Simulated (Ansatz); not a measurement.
The pair A = CH4 (SMILES C) (first 5 atoms), B = C2H6 (SMILES CC); geometry from A24 set.
(charge 0, multiplicity 1):
```
atom    x (Å)    y (Å)    z (Å)
----  -------  -------  -------
C      0.0000  -0.0637   2.4205
H      0.0000   1.0217   2.3424
H      0.8883  -0.4613   1.9331
H     -0.8883  -0.4613   1.9331
H      0.0000  -0.3536   3.4695
C      0.0000   0.7813  -1.1354
H      0.0000   1.3747  -2.0511
H     -0.8804   1.0631  -0.5558
C      0.0000  -0.7133  -1.4472
H      0.8804   1.0631  -0.5558
H      0.0000  -1.3064  -0.5314
H     -0.8810  -0.9953  -2.0259
H      0.8810  -0.9953  -2.0259
```

Cores are frozen in the correlated methods. MP2 and its Hartree–Fock in aug-cc-pVTZ are density fitted.

Run with Ansatz (a program for electronic structure). 

The counterpoise-corrected interaction energy is E(AB) − E(A in the pair's basis) − E(B in the pair's basis). Total energies (hartree):

```tsv
level	AB	A in the pair's basis	B in the pair's basis
HF/aug-cc-pVDZ	-119.4361342	-40.1998711	-79.2374161
MP2/aug-cc-pVDZ	-119.9204010	-40.3681443	-79.5512746
HF/aug-cc-pVTZ	-119.4727449	-40.2136272	-79.2602875
MP2/aug-cc-pVTZ	-120.0512042	-40.4145902	-79.6354303
CCSD(T)/aug-cc-pVDZ	-119.9946458	-40.3959588	-79.5976539
```

Task: Work out the counterpoise-corrected interaction energy at the basis-set limit: extrapolate the MP2 correlation part as X⁻³, take Hartree–Fock from the larger set, and add the CCSD(T) − MP2 difference of aug-cc-pVDZ.

Result: 
1. Differences (1 hartree = 627.509 kcal/mol): HF/aug-cc-pVDZ 0.724; MP2/aug-cc-pVDZ -0.616; HF/aug-cc-pVTZ 0.734; MP2/aug-cc-pVTZ -0.743; CCSD(T)/aug-cc-pVDZ -0.648.
2. Correlation parts, MP2 less HF: -1.340 in aug-cc-pVDZ (X = 2), -1.477 in aug-cc-pVTZ (X = 3).
3. Limit (3³·(-1.477) − 2³·(-1.340))/(3³ − 2³) = -1.535; with HF/aug-cc-pVTZ it gives -0.801.
4. CCSD(T) less MP2 in aug-cc-pVDZ: -0.032.
Result: -0.83 kcal/mol, against -0.62 at MP2/aug-cc-pVDZ. It is an estimate of this method's limit, not of the exact value.
